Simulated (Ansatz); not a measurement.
## Reading a saddle point

A first-order saddle point of CH6ClSi, doublet, PBE0-D4/def2-TZVP, with one imaginary mode of 776i cm⁻¹:

```xyz
9
angstrom
H 0.0469 0.0859 0.1461
Si 0.7340 0.0560 -1.2912
Cl -0.3709 -1.2099 -2.4827
C -0.7455 0.0391 1.5675
H 0.7345 1.4006 -1.9216
H 2.1213 -0.4691 -1.2206
H -0.0677 -0.5736 2.1497
H -0.7824 1.0948 1.8084
H -1.6701 -0.4237 1.2444
```

Program: Ansatz 0.2.0. Basis: def2-TZVPP and def2-QZVPP. Cores are frozen in the correlated methods; orbitals are unrestricted. Extrapolation: Hartree–Fock as exp(−7.88 √X), correlation as X^−2.97.

Question: Which contacts change along the imaginary mode, and what lies on either side? (Judge from chemistry; the calculation decides.)

Answer: The calculation gives: The step is SiH₃Cl ([SiH3][Cl]) + CH₃ → SiH₂Cl ([SiH2][Cl]) + CH₄, with the molecules in contact on both sides. Shortening one way: H1–C4; lengthening the same way: H1–Si2.
```json
{"pair": "H1–C4", "one side (Å)": "3.14", "saddle (Å)": "1.63", "other side (Å)": "1.09"}
{"pair": "H1–Si2", "one side (Å)": "1.48", "saddle (Å)": "1.59", "other side (Å)": "3.65"}
```

Question: Which side is lower, and how far does the saddle lie above each? (An estimate is asked for; the value comes from the calculation.)

Answer: Computed: The side with H1–C4 short is lower by 15.25 kcal/mol; the saddle lies 24.20 kcal/mol above it and 8.95 kcal/mol above the other (CCSD(T) at an estimated basis limit (MP2 extrapolated from triple and quadruple zeta, plus CCSD(T) − MP2 in triple zeta); electronic energies).

T1 diagnostic: at most 0.014. ⟨S²⟩ of the unrestricted Hartree–Fock references: 0.75 to 0.78 (a pure state has 0.75). The start structure is not quite a true minimum (one mode of 34i cm⁻¹). The end structure is not quite a true minimum (one mode of 38i cm⁻¹).

Radical steps of this kind take place in plasma deposition and etching.

Labels in which every atom is bracketed show which atoms are joined, not bond orders.

For scale, one of the runs: CCSD(T)/def2-TZVPP, 199 basis functions, launched by `ansatz run in.yaml --threads 4 --pin off --events-out ev --progress --plain --max-ram 9574MiB`. Hardware: 4 CPU threads of an Arm Neoverse N1, shared host. Wall time 2.9 min; peak host memory 5.7 GiB.
